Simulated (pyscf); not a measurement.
**Routes from `[O]=[CH][OH]` + `[SiH4]`**

Candidate steps break at most two bonds and form at most two. Each was searched with GFN2-xTB (tblite) first. Single points on ωB97X-D3(BJ)/def2-SVP structures (PySCF, gas phase). Energies: ωB97M-D3(BJ)/def2-TZVP, kJ/mol, from the separated reactants, singlet surface; ΔG‡ with ideal gas, 1 atm, RRHO with modes under 100 cm⁻¹ raised to 100, one conformer, R ln 2 for chiral ones without a mode under 150 cm⁻¹.

```
products                                                                      type    ΔE‡     ΔE  ΔG‡ 298 K  ΔG‡ 900 K  ν‡ (cm⁻¹)
----------------  ----------------------------------------------------------------  -----  -----  ---------  ---------  ---------
O=CH–O–SiH₃ + H₂  concerted two-bond exchange (H–O, H–Si broken, O–Si, H–H formed)  126.0  -54.8      161.5      245.8      1243i
HO–CH₂–O–SiH₃                     addition across a multiple bond or ene-type step  167.9  -97.6      213.8      300.5       965i
O=CH–O–SiH₃ + H₂         four-centre exchange (H–O, H–Si broken, O–Si, H–H formed)  195.4  -54.8      223.5      297.5      1406i
HO–SiH₃ + H₂C=O                                               four-centre exchange  199.6  -37.0      241.4      324.7       717i
```

Row 2: On the product side the descent ends in a point that may be a rotor saddle (no frequency run), 9.0 kJ/mol over the lowest minimum found and 261.6 kJ/mol under the saddle at ωB97X-D3(BJ)/def2-TZVP. Row 4: On the product side the descent ends in a complex (not fully relaxed), 23.5 kJ/mol under the separated species and 257.8 kJ/mol under the saddle at ωB97X-D3(BJ)/def2-TZVP. 

Plain bond fissions and candidates not yet searched are not listed, and one of them may be faster. Each barrier is that of the saddle found; lower ones may exist.
